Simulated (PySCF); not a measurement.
Species: C4H5N.
Z-matrix (Å and degrees, PBE0-D3(BJ)/def2-SVP geometry), rows numbered from 1:
```
C 
N   1  1.2675
C   2  1.3533  1  123.04
C   3  1.3052  2  151.96  1    78.09
C   3  1.4980  2  141.86  1  -127.55
H   1  1.1046  2  123.29  3     2.16
H   1  1.0982  2  118.97  3  -177.90
H   4  1.0862  3  149.25  5  -164.70
H   5  1.1036  3  120.14  4   106.27
H   5  1.1022  3  118.24  4  -107.67
```

Computed, not measured: EOM-IP-CCSD/aug-cc-pVDZ in PySCF, restricted Hartree–Fock reference, 5 core orbitals frozen, non-relativistic, gas phase, PBE0-D3(BJ)/def2-SVP geometry.

Hartree–Fock orbital energies give these Koopmans values (eV): HOMO 8.97, HOMO-1 11.04, HOMO-2 11.95, HOMO-3 13.24, HOMO-4 14.89, HOMO-5 16.09, HOMO-6 17.83, HOMO-7 18.90.

Question: What vertical ionisation energies does EOM-IP-CCSD give?

Answer: 
```
leading hole (HF orbital)  Koopmans (eV)  EOM-IP-CCSD (eV)  change (eV)  one-hole share
                     HOMO           8.97              8.72        -0.25            0.96
                   HOMO-1          11.04             10.40        -0.64            0.95
                   HOMO-2          11.95             10.84        -1.11            0.95
                   HOMO-3          13.24             12.18        -1.06            0.94
                   HOMO-4          14.89             13.84        -1.05            0.94
                   HOMO-5          16.09             14.87        -1.22            0.94
                   HOMO-6          17.83             16.02        -1.81            0.92
                   HOMO-7          18.90             17.08        -1.82            0.92
```

Question: Does the order of the lines follow the orbital energies?

Answer: Yes, no two lines change places. The corrections run from -1.82 to -0.25 eV, with a mean of -1.12 eV over the 8 lines; no line lies above its Koopmans value. Koopmans values leave out both the relaxation of the orbitals and the change in correlation energy.

Question: At what kinetic energies would He I light (21.22 eV) eject these electrons?

Answer: 12.50 eV (HOMO), 10.82 eV (HOMO-1), 10.38 eV (HOMO-2), 9.04 eV (HOMO-3), 7.38 eV (HOMO-4), 6.35 eV (HOMO-5), 5.20 eV (HOMO-6), 4.14 eV (HOMO-7).

One root was sought for each valence orbital with −ε under 21 eV, eight at most, so deeper holes and satellites are missing; no vibrational structure.

The run took 6.6 min on Arm Neoverse V1, one thread (shared host), and the process peaked at 2.9 GiB of memory.

One conformer stands for the species.
